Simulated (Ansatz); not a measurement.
# C₃H₄ClF: one species, many methods

The task here is to estimate one member of a computed series from the others.

Program: Ansatz 0.2.0, Gaussian basis. Level of theory: functionals in def2-TZVPP, the program's frozen cores in correlated methods. These are calculated values, not measurements.

Plan: PBE-D4, r2SCAN-D4, PBE0-D4, B3LYP-D4, ωB97X-V, ωB97M-V, B2PLYP; CCSD(T)/def2-TZVPP; CCSD(T)/def2-QZVPP; extrapolation to the limit.

## Structure used throughout

An earlier PBE0-D4 in a triple-zeta def2 set relaxation fixed the geometry.

SMILES `C/C(Cl)=C\F`, 9 atoms, charge 0, spin multiplicity 1.

Atoms are counted from 1 here; the program's logs count them from 0.

Bond lengths: C1–C2 1.483 Å, C1–H6 1.093 Å, C1–H7 1.090 Å, C1–H8 1.093 Å, C2–Cl3 1.730 Å, C2–C4 1.324 Å, C4–F5 1.338 Å, C4–H9 1.082 Å. Angles: C2–C1–H6 110.5°, C2–C1–H7 110.3°, C2–C1–H8 110.5°, H6–C1–H7 109.0°, H6–C1–H8 107.6°, H7–C1–H8 109.0°, C1–C2–Cl3 116.4°, C1–C2–C4 126.3°, Cl3–C2–C4 117.3°, C2–C4–F5 121.0°, C2–C4–H9 125.3°, F5–C4–H9 113.7°.

Set-up of the first run:

in.yaml reads:

```yaml
crystal:
  periodic: [false, false, false]
  atoms:
    - {symbol: C, position_ang: [-0.907506, -0.383937, 0.594273]}
    - {symbol: C, position_ang: [0.449062, 0.060663, 0.192550]}
    - {symbol: Cl, position_ang: [1.663043, 0.035442, 1.424566]}
    - {symbol: C, position_ang: [0.813817, 0.471647, -1.011965]}
    - {symbol: F, position_ang: [-0.065410, 0.520310, -2.019056]}
    - {symbol: H, position_ang: [-0.880211, -1.413489, 0.959696]}
    - {symbol: H, position_ang: [-1.589753, -0.326953, -0.253717]}
    - {symbol: H, position_ang: [-1.292010, 0.243242, 1.402378]}
    - {symbol: H, position_ang: [1.808968, 0.793075, -1.288714]}
basis:
  gaussian: {orbitals: def2-TZVPP}
hamiltonian: {xc: pbe, dispersion: d4}
output: {forces: true, orbitals: {seedname: orbitals}}
```

Launch:

```bash
$ ansatz run in.yaml --threads 2 --pin off --events-out ev --progress --plain --max-ram 32768MiB --backend cpu
```

Among the steps run: PBE-D4 (GGA); r2SCAN-D4 (meta-GGA); PBE0-D4 (hybrid); B3LYP-D4 (hybrid); ωB97X-V (range-separated); ωB97M-V (range-separated); B2PLYP (double hybrid); CCSD(T) in def2-TZVPP; CCSD(T) in def2-QZVPP.

One table of the session follows, with a row left open; its other results are not shown here.

```
            method  atomisation energy (kJ/mol)
            PBE-D4                       3678.4
         r2SCAN-D4                            ?
           PBE0-D4                       3591.1
          B3LYP-D4                       3545.0
           ωB97X-V                       3552.9
           ωB97M-V                       3563.0
            B2PLYP                       3512.8
     HF/def2-TZVPP                       2561.6
    MP2/def2-TZVPP                       3544.2
   CCSD/def2-TZVPP                       3388.5
CCSD(T)/def2-TZVPP                       3453.6
           MP2/CBS                       3634.4
       CCSD(T)/CBS                       3541.8
```

Estimate the missing values for r2SCAN-D4.

The run gave: atomisation energy (kJ/mol): 3572.4. In the column «atomisation energy (kJ/mol)» it lies between ωB97M-V (3563.0) and PBE0-D4 (3591.1).

Caveats from the session: Free atoms (3 C, 1 Cl, 1 F, 4 H) were run apart at each level; the atomisation energy is their sum less the molecule, without zero-point or spin-orbit terms.
